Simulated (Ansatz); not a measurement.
# AlNH2+ (doublet): wave-function methods side by side, def2-QZVPP

The task here is to estimate one member of a computed series from the others.

Computed with Ansatz 0.2.0, Gaussian basis. Level: def2-QZVPP, core rule «outside noble gas», up to 6 orbitals frozen.

Plan: UHF; ROHF; CCSD(T) on UHF.

2 further runs of the same task are left out: 2 set aside as unsound or not needed.

**The system**

The geometry is a PBE0/def2-TZVP stationary point (not a proven minimum) of the parent state, kept for this charge and spin.

4 atoms, charge 1, spin multiplicity 2.

Atoms are counted from 1 here; the program's logs count them from 0.

Bond lengths: Al1–N2 1.796 Å, N2–H3 1.012 Å, N2–H4 1.012 Å. Angles: Al1–N2–H3 125.6°, Al1–N2–H4 125.6°, H3–N2–H4 108.7°.

Set-up of the first run:

File in.yaml:

```yaml
crystal:
  periodic: [false, false, false]
  atoms:
    - {symbol: Al, position_ang: [0.000000, 0.000000, 0.696811]}
    - {symbol: N, position_ang: [0.000000, 0.000000, -1.099242]}
    - {symbol: H, position_ang: [0.000000, 0.822256, -1.688737]}
    - {symbol: H, position_ang: [0.000000, -0.822256, -1.688737]}
basis:
  gaussian: {orbitals: "def2-QZVPP.json"}
total_charge: 1
magnetization: {spin_polarized: true, initial_magnetization: 1}
hamiltonian: {xc: hf}
output: {orbitals: {seedname: orbitals}}
```

The run is started by

```console
$ ansatz run in.yaml --threads 1 --pin off --events-out ev --progress --plain --max-ram 4096MiB --backend cpu
```

Among the steps run: UHF; ROHF; CCSD(T) on UHF.

One of the session's tables, all rows but one given; the rest of the session is left out.

```
  method  from UCCSD(T) (meV)
    ROHF              +7776.1
     UHF              +7748.0
    UMP2               +520.0
   UCCSD                    ?
UCCSD(T)                    0
```

**Question.** Estimate the row for UCCSD.

The run gave: from UCCSD(T) (meV): +317.4. In the column «from UCCSD(T) (meV)» it lies between UCCSD(T) (0) and UMP2 (+520.0).
